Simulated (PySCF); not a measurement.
Delta-SCF ions had no search for a lower state. Excitations are Tamm–Dancoff values on a coarser integration grid. The basis has no diffuse functions, so Rydberg states are missing or too high.

Z-matrix (Å, degrees):
```
S
C 1 1.8180
H 2 1.0994 1 107.19
H 2 1.1016 3 108.69 1 -120.53
H 2 1.1016 3 108.69 4 -118.94
C 1 1.8180 2 99.25 3 180.00
H 6 1.0994 1 107.19 2 -180.00
H 6 1.1016 7 108.69 1 120.53
H 6 1.1016 7 108.69 8 118.94
```
Charge 0, multiplicity 1.

**Question.** Give the T1 excitation (TDA), dipole moment, HOMO, LUMO, HOMO–LUMO gap, S1 excitation (TDA), total energy and vertical ionisation energy (Delta-SCF) at the level ωB97X-D3(BJ)/def2-TZVP // B3LYP-D3(BJ)/def2-SVP in PySCF.

**Answer.** 
```
Property                                      Result
--------------------------------------  ------------
T1 excitation (TDA)                          5.09 eV
dipole moment                                 1.60 D
HOMO                                        -8.72 eV
LUMO                                         2.97 eV
HOMO–LUMO gap                               11.70 eV
S1 excitation (TDA)                          5.61 eV
total energy                            -13010.26 eV
vertical ionisation energy (Delta-SCF)       8.75 eV
```
